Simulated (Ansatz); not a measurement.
Results of PBEsol (PAW; Ansatz, a program for electronic structure) for bcc Ba.

A relaxed, unreconstructed slab of the (210) face has 10 atoms, two equal faces of 53.145 Å² each and an energy of -58623.4331 eV. A bulk cell of 10 atoms with the same orientation and in-plane k mesh has -58626.0911 eV. Energies are extrapolated to zero smearing.

Numerical settings: plane-wave cutoff 500 eV, 12×6×1 k mesh (along the axes of the cell as run), Fermi–Dirac smearing 0.1 eV, scalar-relativistic PAW data made under PBE.

Worked out: γ = (E_slab − N E_bulk per atom)/2A = [-58623.4331 − 10 × (-58626.0911/10)]/(2 × 53.145) = 0.0250 eV/Å². With 16.022 J/m² per eV/Å² this is 0.40 J/m², or 1.33 eV per surface cell and face.

Note: the run warned of electron density left in the vacuum.
